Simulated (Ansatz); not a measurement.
Two shapes of singlet NO2(-).

Shape 1:

```xyz
3

N     0.0191    0.0224   -0.4971
O    -0.0070    1.1057    0.2215
O    -0.0130   -1.0765    0.1540
```

Shape 2:

```xyz
3

N     0.0000    0.0000   -0.4932
O     0.0000    1.1461    0.2158
O     0.0000   -1.1461    0.2158
```

Basis set: cc-pVDZ (spherical functions). Frozen core: 3 orbitals. Charge -1, multiplicity 1.

Computed with Ansatz (development build ahead of 0.2.0); each method stands on the lowest determinant of its kind that the runs found.

Problem. Which shape is lower in energy, and by how much in each method?

Solution.

```csv
method,E(2) − E(1) (eV)
RHF,0.694
RHF-MP2,0.271
```

Shape 1 is lower. Caution: no diffuse functions for an anion.
